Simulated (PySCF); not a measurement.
chlorine (Cl2), SMILES ClCl. Geometry optimised at PBE0-D3(BJ)/def2-TZVPD.

TDDFT-B3LYP/def2-TZVPD (PySCF) puts the lowest singlet excitations at 3.62, 3.62, 6.48, 6.48, 8.16, 8.16 eV.

### Question
What are the lowest excitation roots from ADC(2)/aug-cc-pVDZ in PySCF 2.14.0? (An estimate is asked for; the answer gives what the named calculation found.)

### Answer
4.02, 4.02, 7.08, 7.08, 8.72, 8.72 eV. S1 differs by 0.40 eV (second minus first; roots are paired by order, and the bases may differ).
